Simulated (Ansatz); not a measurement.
Species: H$_{4}$Si, SMILES `[SiH4]` (charge 0, multiplicity 1).

Question: Give a relaxed geometry from Ansatz (a first-principles code) with CAM-B3LYP-D3(BJ)/def2-TZVP.

Answer: the end point of this relaxation (outside a Z-matrix the atoms follow the SMILES, hydrogens last).
Z-matrix (Å, degrees):
```
Si
H 1 1.4774
H 1 1.4774 2 109.47
H 1 1.4774 2 109.47 3 120.00
H 1 1.4774 2 109.47 3 -120.00
```
